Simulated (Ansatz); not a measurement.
Computed with Ansatz.

A structure relaxed at PBE0-D4/def2-TZVP, charge 0, multiplicity 1:

Cartesian coordinates in Å:
```
C 0.9576 0.3394 0.1296
C -0.3426 -0.1637 -0.4442
F -0.3460 0.1120 -1.7952
S -0.5190 -1.9830 -0.3681
S -1.8084 0.5434 0.3387
H 1.0197 0.1148 1.1935
H 1.0260 1.4211 -0.0082
H 1.7893 -0.1386 -0.3898
H -0.4194 -2.0573 0.9679
H -1.3573 1.8118 0.3756
```

Question: Give its formula and SMILES.

Answer: C2H5FS2, `CC(F)(S)S`.

Question: Summarise the bond lengths by kind.

Answer: 1 × C–C 1.508 Å; 3 × C–H 1.089 to 1.093 Å; 1 × C–F 1.379 Å; 2 × C–S 1.806 to 1.829 Å; 2 × H–S 1.342 to 1.347 Å.
